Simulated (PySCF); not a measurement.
**Bond curve of MgAl**

Set-up: Mg aug-cc-pVDZ, Al aug-cc-pV(D+d)Z; no relativity (PySCF 2.14). Energies in eV from Mg + Al in their ground configurations at the same level. All curves are PBE0. state 1: ²Π (doublet), unpaired electrons π ↑; state 2: ²Σ⁺ (doublet), unpaired electrons σ ↑, a second solution, started from another occupation; state 3: quartet, unpaired electrons σ ↑, π ↑↑, a second solution, started from another occupation; state 4: ⁴Π (quartet), unpaired electrons σ ↑↑, π ↑, a second solution, started from another occupation.

| R (Å) | state 1 | state 2 | state 3 | state 4 |
| --- | --- | --- | --- | --- |
| 2.497 | -0.2322 | 0.4618 | 0.7560 | 0.9599 |
| 2.614 | -0.3769 | 0.1829 | 0.7837 | 0.8513 |
| 2.730 | -0.4538 | -0.0057 | 0.8655 | 0.8169 |
| 2.817 | -0.4796 | -0.1025 | 0.9501 | 0.8262 |
| 2.904 | -0.4858 | -0.1700 | 1.0478 | 0.8574 |
| 2.991 | -0.4778 | -0.2148 | 1.1534 | 0.9048 |
| 3.107 | -0.4520 | -0.2477 | 1.3000 | 0.9854 |
| 3.252 | -0.4060 | -0.2592 | 1.4832 | 1.1030 |
| 3.427 | -0.3431 | -0.2470 | 1.6921 | 1.2548 |
| 3.659 | -0.2618 | -0.2111 | 1.9409 | 1.4581 |

Q: Put a parabola through the three lowest points of the state 1 curve and estimate Re, k and ωe (reduced mass 12.7 u; 1 eV/Å² = 0.16022 mdyn/Å; ωe = 1302.8·√(k/μ) cm⁻¹).

A: Through R = 2.817, 2.904, 2.991 Å the second-order coefficient is 0.938 eV/Å², so Re ≈ 2.898 Å, k ≈ 0.301 mdyn/Å and ωe ≈ 200 cm⁻¹. A polynomial fit of higher order to the unrounded PBE0 energies gives Re = 2.894 Å, k = 0.311 mdyn/Å, ωe = 204 cm⁻¹; anharmonicity and rounding make the difference.

The higher-order fit for each curve: state 1: Re = 2.894 Å, ωe = 204 cm⁻¹, De = 0.486 eV; state 2: Re = 3.248 Å, ωe = 144 cm⁻¹, minimum 0.259 eV below the ground-state fragments; state 4: Re = 2.742 Å, ωe = 281 cm⁻¹, minimum 0.82 eV above the ground-state fragments. State 3 gave no clean fit.

The state was picked by a PBE0 search and need not be the measured ground state.
